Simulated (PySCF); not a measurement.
# Mg₃: singlet, from a obtuse triangle start

The task is one start of a wider search on Mg₃: the singlet, from a obtuse triangle start. It is relaxed, tested by its Hessian and followed downhill if it is a saddle.

The runs use PySCF 2.14.0; PBE0, basis Mg def2-TZVP, no relativity, density fitting.

## 1. Where the work starts

3 atoms, charge 0, spin multiplicity 1.

No contacts short enough for the rule that draws bonds.

Z-matrix (Å, degrees; charge 0 multiplicity 1):
```
Mg
Mg 1 2.9546
Mg 1 2.9546 2 104.86
```

## 2. The SCF at the typed geometry

The steps below are one call of a driver around PySCF. For each, scf.py gives the equivalent set-up of the SCF; relaxations use the driver's own optimiser. After this first run the driver tries any further starts and a stability analysis.

scf.py reads:

```python
from pyscf import gto, scf, dft
mol = gto.M(atom='''
Mg     0.000000     0.000000     0.000000
Mg     2.341900     1.801400     0.000000
Mg    -2.341900     1.801400     0.000000''',
    basis={'Mg': 'def2-TZVP'},
    charge=0, spin=0)
mf = dft.RKS(mol, xc='PBE0')
mf.grids.atom_grid = (50, 194)
aux = {'Mg': 'def2-universal-JKFIT'}
mf = mf.density_fit(auxbasis=aux)
mf.conv_tol = 1e-08
mf.diis_space = 10
mf.max_cycle = 60
mf.init_guess = 'minao'
mf.verbose = 4
mf.kernel()
```

The run is started by

```console
$ OMP_NUM_THREADS=2 python axn.py task.json out
```

What it wrote:

```text
init E= -600.019575080714
  HOMO = -0.139594397779907  LUMO = -0.0696383222208341  gap/eV = 1.90360
cycle= 1 E= -599.88335715876  delta_E= 0.136  |g|= 0.113  |ddm|= 1.11
  HOMO = -0.154623822352245  LUMO = -0.0689516297975272  gap/eV = 2.33126
cycle= 2 E= -599.884641048904  delta_E= -0.00128  |g|= 0.0658  |ddm|= 0.148
  HOMO = -0.1523759848494  LUMO = -0.0660591278917823  gap/eV = 2.34880
cycle= 3 E= -599.885148329026  delta_E= -0.000507  |g|= 0.00398  |ddm|= 0.0723
  HOMO = -0.152651742759629  LUMO = -0.0665522092905114  gap/eV = 2.34289
cycle= 4 E= -599.885156554407  delta_E= -8.23e-06  |g|= 0.00236  |ddm|= 0.0149
  HOMO = -0.152633513298597  LUMO = -0.0664878152969134  gap/eV = 2.34414
cycle= 5 E= -599.885159110015  delta_E= -2.56e-06  |g|= 0.000355  |ddm|= 0.00652
  HOMO = -0.152622368022239  LUMO = -0.0664790047072123  gap/eV = 2.34408
cycle= 6 E= -599.885159203576  delta_E= -9.36e-08  |g|= 0.000168  |ddm|= 0.00196
  HOMO = -0.152639191592734  LUMO = -0.0665060176348317  gap/eV = 2.34380
cycle= 7 E= -599.885159226585  delta_E= -2.3e-08  |g|= 4.54e-05  |ddm|= 0.000573
  HOMO = -0.152635024056533  LUMO = -0.0664995522785273  gap/eV = 2.34387
cycle= 8 E= -599.885159228153  delta_E= -1.57e-09  |g|= 9.71e-06  |ddm|= 0.000192
  HOMO = -0.152634617889142  LUMO = -0.0664991044383451  gap/eV = 2.34387
Extra cycle  E= -599.885159228205  delta_E= -5.17e-11  |g|= 5.52e-06  |ddm|= 5.08e-05
converged SCF energy = -599.885159228205
```

This step, with its further starts and checks, took 5.7 s on 2 threads, shared host.

The starts that the driver tried:

```tsv
start	energy (Eh)
the minimal-basis guess	-599.885159
a thermally smeared density	-599.885159
a smeared PBE density	-599.885159
```

No lower closed-shell solution turned up from the other starts or in the test of internal stability.

## 3. Obtuse triangle start, singlet: relaxation

The program finds C2v symmetry in the start, which this walk keeps.

Changes to scf.py since step 2:

```diff
@@ -3,3 +3,3 @@
-Mg     0.000000     0.000000     0.000000
-Mg     2.341900     1.801400     0.000000
-Mg    -2.341900     1.801400     0.000000''',
+Mg     0.000000    -1.200933     0.000000
+Mg     2.341900     0.600467     0.000000
+Mg    -2.341900     0.600467    -0.000000''',
@@ -15 +14,0 @@
-mf.init_guess = 'minao'
```

Energy and gradient, step by step:

```tsv
step	energy (Eh)	change (kJ/mol)	largest symmetric gradient (Eh/bohr)
0	-599.885159	0.00	0.01406
1	-599.887263	-5.52	0.01190
2	-599.892728	-19.87	0.00454
3	-599.894288	-23.97	0.00174
4	-599.894858	-25.46	0.00255
5	-599.895327	-26.69	0.00310
6	-599.896071	-28.65	0.00336
7	-599.896861	-30.72	0.00382
8	-599.898087	-33.94	0.00388
9	-599.899817	-38.48	0.00103
10	-599.899867	-38.62	0.00052
11	-599.899896	-38.69	0.00008
12	-599.899896	-38.69	0.00002
```

The walk took 11 s.

End point (D3h, 12 steps, 38.7 kJ/mol gained): Mg–Mg 3.299 Å (×2); Mg–Mg–Mg 59.9°.

## 4. Vibrations and properties at this point

The point is checked on the finer grid, and tightened if its gradient asks for it. The Hessian and the dipole derivatives come from central differences of analytic gradients, with steps of 0.02 bohr.

Changes to scf.py since step 3:

```diff
@@ -3,3 +3,3 @@
-Mg     0.000000    -1.200933     0.000000
-Mg     2.341900     0.600467     0.000000
-Mg    -2.341900     0.600467    -0.000000''',
+Mg     0.001703    -1.903696    -0.000000
+Mg     1.647797     0.953323     0.000000
+Mg    -1.649501     0.950373    -0.000000''',
@@ -9 +9 @@
-mf.grids.atom_grid = (50, 194)
+mf.grids.atom_grid = (75, 302)
@@ -12 +12 @@
-mf.conv_tol = 1e-08
+mf.conv_tol = 1e-10
```

This SCF starts from the last density.

SCF at the final geometry:

```text
init E= -599.899928759797
  HOMO = -0.179487496002552  LUMO = -0.0665382820604804  gap/eV = 3.07350
cycle= 1 E= -599.899928759798  delta_E= -1.36e-12  |g|= 5.97e-07  |ddm|= 2.39e-06
  HOMO = -0.179487551668193  LUMO = -0.0665383596593206  gap/eV = 3.07350
Extra cycle  E= -599.899928759797  delta_E= 9.09e-13  |g|= 6.21e-07  |ddm|= 2.68e-06
converged SCF energy = -599.899928759797
```

The whole step took 8.5 s.

Geometry: D3h; Mg–Mg 3.297 Å (×2); Mg–Mg–Mg 60.0°.

Harmonic modes (main isotopes):

```
symmetry  ω (cm⁻¹)  IR (km/mol)
      e'       125          0.3
     a1'       134          0.0
```

Every mode is real; the point is a minimum.

Constants and moments:

- Dipole moment: 0.00 D
- Highest occupied level: -4.88 eV
- Lowest empty level: -1.81 eV
- Rotational constants: 0.1293, 0.1293, 0.06465 cm⁻¹
- Zero-point energy: 2.3 kJ/mol
- Principal polarisabilities: 149.1, 283.7, 283.7 bohr³
- Atomisation energy without zero-point energy: 46 kJ/mol
- Principal traceless quadrupole moments about the centre of mass: -1.22, -1.22, 2.44 D Å
- Entropy at 298.15 K and 1 bar: 296.8 J/(mol K)
- Heat capacity Cp at 298.15 K: 57.4 J/(mol K)
- Enthalpy at 298.15 K above 0 K: 15.29 kJ/mol
- Rotational symmetry number: 6

Populations by atom (charges in e):

```json
{"atom": "Mg1", "Mulliken": "0.00", "Löwdin": "0.00", "polar tensor": "0.00", "Mayer order to Mg1": "–"}
{"atom": "Mg2,3", "Mulliken": "0.00", "Löwdin": "0.00", "polar tensor": "0.00", "Mayer order to Mg1": "0.52"}
```

Mulliken populations on Mg1: s 5.69, p 6.27, d 0.04.

## 5. Stability of the closed shell

At the lowest minimum the closed shell is tested against spin polarisation, on the (50, 194) grid. It is stable.

## 6. What came out

| quantity | value |
| --- | --- |
| minimum | singlet, D3h |
| geometry | Mg–Mg 3.297 Å (×2); Mg–Mg–Mg 60.0° |
| wavenumbers (cm⁻¹) | 125 (e'), 134 (a1') |
| dipole moment | 0.00 D |
| highest occupied, lowest empty level | -4.88, -1.81 eV |
| polar-tensor charge of Mg1 | +0.00 e |
| zero-point energy | 2.3 kJ/mol |
| entropy at 298.15 K | 296.8 J/(mol K) |
| atomisation energy (no zero-point energy) | 46 kJ/mol |

From C2v at the start the molecule goes to a D3h minimum. Only this shape and spin were tried, so other structures or states may lie lower.

The search up to here took 27 s on 2 threads, shared host.
